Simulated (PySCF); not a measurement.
Compound: F₂H₂P₂.
SMILES: `FP(F)P`

Torsions of this conformer, `[F:1][P:2]([F:3])[PH2:4]`: H–P4–P2–F1 179°, H–P4–P2–F1 86°.

The closed-shell ground state was solved at several levels (PySCF, density fitting, gas phase, non-relativistic). Geometry: GFN2-xTB, one conformer, isolated molecule.

```json
{"level": "PBE0/pcSseg-1", "basis functions": "92", "total energy (Eh)": "-883.1373", "HOMO (eV)": "-7.46", "LUMO (eV)": "-0.86", "gap (eV)": "6.60", "dipole (D)": "2.50"}
{"level": "PBE0/def2-SVPD", "basis functions": "110", "total energy (Eh)": "-882.8375", "HOMO (eV)": "-7.48", "LUMO (eV)": "-1.04", "gap (eV)": "6.44", "dipole (D)": "2.30"}
```

(1) What might CAM-B3LYP/def2-SVPD (110 basis functions) give for the same quantities?

(2) Over all these levels, which gives the widest orbital gap and which the narrowest?

(3) How far do the dipole and the HOMO energy spread over the levels?

## Answers

(1) Total energy -883.2554 Eh, HOMO -8.75 eV, LUMO 0.12 eV, gap 8.87 eV, dipole 2.40 D.

(2) CAM-B3LYP/def2-SVPD (range-separated hybrid) has the widest, 8.87 eV, and PBE0/def2-SVPD (global hybrid, 25 % exact exchange) the narrowest, 6.44 eV. The two share the basis. From the narrowest to the widest the HOMO moves by -1.27 eV and the LUMO by +1.16 eV.

(3) The dipole runs from 2.30 to 2.50 D (mean 2.40 D) and the HOMO from -8.75 to -7.46 eV.
